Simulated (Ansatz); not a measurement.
Base system: Cu in the fcc (Cu type) structure (space group Fm-3m, No. 225; a = 3.630 Å).

Levels (all Ansatz, a program for electronic structure, PAW): PBE (420 eV, scalar-relativistic without spin-orbit coupling); r2SCAN (500 eV, no spin-orbit coupling).

Levels that relaxed their own cell: PBE and r2SCAN.

```
level   lattice parameter a
------  -------------------
PBE                 3.630 Å
r2SCAN              3.577 Å
```

Measured: lattice parameter a 3.595 Å (static lattice; corrected from measurement; as listed in Gábor I. Csonka et al., Physical Review B (2009)).

Computed minus measured — lattice parameter a: PBE +1.0 %, r2SCAN -0.5 % (closest: r2SCAN).

Whether these cells are dynamically stable was not tested. All final runs are without spin polarisation.
